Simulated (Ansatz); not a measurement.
# C₂H₅Li (SMILES [Li][CH2]C): functionals against CCSD(T) at one geometry

The task here is to estimate one member of a computed series from the others.

Program: Ansatz 0.2.0, Gaussian basis. Level of theory: single points in def2-TZVPP. These are calculated values, not measurements.

Correlated methods freeze the cores. The outer core shell of Li, Na, Mg and K is correlated.

### The system as given

SMILES `[Li][CH2]C`, 8 atoms, charge 0, spin multiplicity 1.

Atoms are counted from 1 here; the program's logs count them from 0.

Bond lengths: Li1–C2 1.891 Å, C2–C3 1.543 Å, C2–H4 1.075 Å, C2–H5 1.119 Å, C3–H6 1.100 Å, C3–H7 1.111 Å, C3–H8 1.010 Å. Angles: Li1–C2–C3 109.5°, Li1–C2–H4 118.5°, Li1–C2–H5 112.3°, C3–C2–H4 109.6°, C3–C2–H5 110.9°, H4–C2–H5 95.4°, C2–C3–H6 112.5°, C2–C3–H7 114.9°, C2–C3–H8 105.5°, H6–C3–H7 109.8°, H6–C3–H8 109.9°, H7–C3–H8 103.8°.

Geometry (Å):

```
Li   -1.58650    1.51940   -0.33140
C    -0.18880    0.29920   -0.69590
C     0.27040   -0.36410    0.61960
H    -0.34920   -0.45600   -1.44340
H     0.67270    0.78460   -1.22060
H     0.63790    0.36790    1.35380
H     1.01430   -1.17970    0.49760
H    -0.54600   -0.83530    0.98330
```

Set-up of the first run:

Contents of run/in.yaml:

```yaml
crystal:
  periodic: [false, false, false]
  atoms:
    - {symbol: Li, position_ang: [-1.586500, 1.519400, -0.331400]}
    - {symbol: C, position_ang: [-0.188800, 0.299200, -0.695900]}
    - {symbol: C, position_ang: [0.270400, -0.364100, 0.619600]}
    - {symbol: H, position_ang: [-0.349200, -0.456000, -1.443400]}
    - {symbol: H, position_ang: [0.672700, 0.784600, -1.220600]}
    - {symbol: H, position_ang: [0.637900, 0.367900, 1.353800]}
    - {symbol: H, position_ang: [1.014300, -1.179700, 0.497600]}
    - {symbol: H, position_ang: [-0.546000, -0.835300, 0.983300]}
basis:
  gaussian: {orbitals: def2-TZVPP}
correlation: {method: ccsd_t}
output: {forces: true}
```

The command line of these runs was not kept.

Steps of the session up to this table: CCSD(T)/def2-TZVPP; PBE0-D4/def2-TZVPP; wB97M-V/def2-TZVPP; r2SCAN-D4/def2-TZVPP; PBE-D4/def2-TZVPP; BLYP-D4/def2-TZVPP; SPW92/def2-TZVPP.

One table of the session follows, with a row left open; its other results are not shown here.

```
   method  RMS force component (eV/Å)  angle to CCSD(T) forces (°)  dipole (D)
  CCSD(T)                       1.079                    reference        5.62
  PBE0-D4                       1.081                          4.9        5.51
  wB97M-V                       1.061                          2.8        5.47
r2SCAN-D4                       1.065                          3.2        5.57
   PBE-D4                       1.102                          7.2        5.27
  BLYP-D4                       1.067                          4.8        5.20
    SPW92                           ?                            ?           ?
```

Estimate the missing values for SPW92.

The run gave: RMS force component (eV/Å): 1.137; angle to CCSD(T) forces (°): 13.3; dipole (D): 5.27. In the column «RMS force component (eV/Å)» it is the highest.
